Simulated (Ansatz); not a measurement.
# CH5AlO: the cost of one run

The runs use Ansatz 0.2.0, Gaussian basis; PBE0-D4, def2-SVP first, then def2-TZVP.

91 further runs of the same task are left out: 1 that didn't finish, 90 set aside as unsound or not needed.

**1. The system as given**

The guess: 8 atoms, charge 0, spin multiplicity 1.

Atoms are counted from 1 here; the program's logs count them from 0.

Bond lengths: Al1–C2 2.290 Å, Al1–O3 1.614 Å, Al1–H4 1.648 Å, Al1–H5 1.526 Å, C2–H6 1.093 Å, C2–H7 1.092 Å, C2–H8 1.092 Å. Angles: C2–Al1–O3 83.9°, C2–Al1–H4 37.5°, C2–Al1–H5 121.4°, O3–Al1–H4 46.3°, O3–Al1–H5 154.7°, H4–Al1–H5 159.0°, Al1–C2–H6 102.1°, Al1–C2–H7 115.8°, Al1–C2–H8 118.9°, H6–C2–H7 105.3°, H6–C2–H8 105.1°, H7–C2–H8 108.0°.

As a file:

```
Al   -1.1825   -0.0521    0.7299
C     0.8243    0.1949   -0.3454
O    -1.4088   -1.2438   -0.3341
H    -0.2740   -0.6669   -0.5006
H    -1.5700    0.8386    1.9066
H     1.3122    0.9682    0.2542
H     0.7736    0.6033   -1.3564
H     1.5253   -0.6421   -0.3540
```

Distances that are to change: C2–H4 1.40 Å, Al1–C2 2.29 Å, O3–H4 1.28 Å.

**2. Relaxing the guess with the reacting distances held**

Contents of hold/in.yaml:

```yaml
crystal:
  periodic: [false, false, false]
  atoms:
    - {symbol: Al, position_ang: [-1.182500, -0.052100, 0.729900]}
    - {symbol: C, position_ang: [0.824300, 0.194900, -0.345400]}
    - {symbol: O, position_ang: [-1.408800, -1.243800, -0.334100]}
    - {symbol: H, position_ang: [-0.274000, -0.666900, -0.500600]}
    - {symbol: H, position_ang: [-1.570000, 0.838600, 1.906600]}
    - {symbol: H, position_ang: [1.312200, 0.968200, 0.254200]}
    - {symbol: H, position_ang: [0.773600, 0.603300, -1.356400]}
    - {symbol: H, position_ang: [1.525300, -0.642100, -0.354000]}
basis:
  gaussian: {orbitals: def2-SVP}
hamiltonian: {xc: pbe0, dispersion: d4}
relax: {f_tol: 0.08, max_steps: 120, escape_saddle: false, constraints: [{distance: [1, 3]}, {distance: [0, 1]}, {distance: [2, 3]}]}
```

Run with:

```sh
$ ansatz run in.yaml --threads 2 --pin off --events-out ev --progress --plain --max-ram 4352MiB
```

**Question.** How long does this run take on 2 threads of Arm Neoverse V2, shared host?

About 11 s.
